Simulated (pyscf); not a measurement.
`[PH2][PH2]` + `[SiH4]` → `[SiH3][PH][PH2]` + `[H][H]`, a four-centre exchange (singlet surface; H–P, H–Si broken, P–Si, H–H formed). Structures and frequencies: ωB97X-D3(BJ)/def2-SVP in PySCF. Energies in kJ/mol from the separated reactants.

AM1 to PM7: differences of heats of formation from MOPAC, which are fitted to 298 K values and so differ in kind from electronic energies by zero-point and thermal terms. 

### Question
In single points PM3 puts the saddle at 161.9 kJ/mol and the reaction energy at -92.9 kJ/mol. Should these be trusted to within a few kcal/mol? Compare with ωB97M-D3(BJ)/def2-TZVP.

### Answer
ωB97M-D3(BJ)/def2-TZVP gives ΔE‡ = 279.1 kJ/mol and ΔE = -2.4 kJ/mol. PM3 lies 117.2 kJ/mol under it in the barrier and 90.5 kJ/mol under it in the reaction energy, so on this step it does not hold to within 12.6 kJ/mol. ωB97M-D3(BJ)/def2-TZVP has limits of its own. At the saddle there is also a short H–Si contact that neither side keeps. One saddle was located; it need not be the lowest between these sides.
